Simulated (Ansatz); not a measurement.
The input, for Ansatz 0.2.0:

```yaml
crystal:
  periodic: [false, false, false]
  atoms:
    - {symbol: O, position_ang: [0.000000, 0.000000, 0.000000]}
    - {symbol: O, position_ang: [0.000000, 0.000000, 1.245956]}
basis:
  gaussian: {orbitals: "6-31G*"}
magnetization: {spin_polarized: true, initial_magnetization: 2}
correlation: {method: ccsdtq, electrons: outside_noble_gas}
```

```sh
$ ansatz run in.yaml --threads 2 --pin off --events-out ev --progress --plain --max-ram 49920MiB --backend cuda --devices 0, --max-vram 37GiB
```

The program prints:

```
437 factors; integrals over basis functions are off by at most 7.9e-8 eV
mean field evaluation 1: about -4070.2816 eV, gradient 1.3e1 eV
mean field evaluation 2: about -4070.2864 eV, gradient 1.3e1 eV
mean field evaluation 4: about -4070.9946 eV, gradient 1.3e0 eV
mean field evaluation 8: about -4071.0088 eV, gradient 4.6e-5 eV
mean field evaluation 16: about -4071.0099 eV, gradient 1.6e-1 eV
mean field evaluation 32: about -4071.0088 eV, gradient 8.9e-3 eV
mean field evaluation 64: about -4071.0088 eV, gradient 7.6e-7 eV
mean field -4071.01008190 eV, -149.6068610800 hartree, gradient 1.9e-6 eV, S^2 2.035385; 5 other end points of the search recorded, 0 dependent functions left out
determinant -4071.01008190 eV, -149.6068610800 hartree, with singles and doubles -4080.36982544 eV, -149.9508253109 hartree
determinant -4071.00877602 eV, -149.6068130898 hartree, with singles and doubles -4080.36968651 eV, -149.9508202053 hartree
determinant -4071.01008190 eV, -149.6068610800 hartree, with singles and doubles -4080.37011286 eV, -149.9508358733 hartree
determinant -4071.00877602 eV, -149.6068130898 hartree, with singles and doubles -4080.36985393 eV, -149.9508263579 hartree
2 core orbitals not correlated: weight in the atoms' cores, before any rotation towards them, 1.000 or more for the frozen orbitals, at most 0.000 for the correlated occupied ones
reference -4071.00877602 eV, -149.6068130898 hartree; 7, 5 occupied and 21, 23 virtual orbitals, 437 factors
second order -9.33127634 eV of doubles, -0.00000000 eV of singles
cycle   1  -8.95151351 eV  change    3.8e-1 eV  update   9.0e-2
cycle   2  -9.50365900 eV  change   -5.5e-1 eV  update   4.5e-2
cycle   3  -9.70148445 eV  change   -2.0e-1 eV  update   1.5e-2
cycle   4  -9.70386557 eV  change   -2.4e-3 eV  update   4.4e-3
cycle   5  -9.70831657 eV  change   -4.5e-3 eV  update   2.3e-3
cycle   6  -9.70953560 eV  change   -1.2e-3 eV  update   8.5e-4
cycle   7  -9.70933881 eV  change    2.0e-4 eV  update   3.6e-4
cycle   8  -9.70965372 eV  change   -3.1e-4 eV  update   1.3e-4
cycle   9  -9.70969627 eV  change   -4.3e-5 eV  update   5.4e-5
cycle  10  -9.70961444 eV  change    8.2e-5 eV  update   2.3e-5
cycle  11  -9.70963078 eV  change   -1.6e-5 eV  update   1.0e-5
cycle  12  -9.70961813 eV  change    1.3e-5 eV  update   4.5e-6
cycle  13  -9.70962653 eV  change   -8.4e-6 eV  update   1.9e-6
cycle  14  -9.70962753 eV  change   -1.0e-6 eV  update   6.9e-7
Total energy: -4080.71840354 eV, -149.9636353200 hartree
```

Ran on 2 threads of AMD EPYC 7R13 with a shared H100 80 GB, shared host: 42 s wall, 0.91 GiB peak host memory.
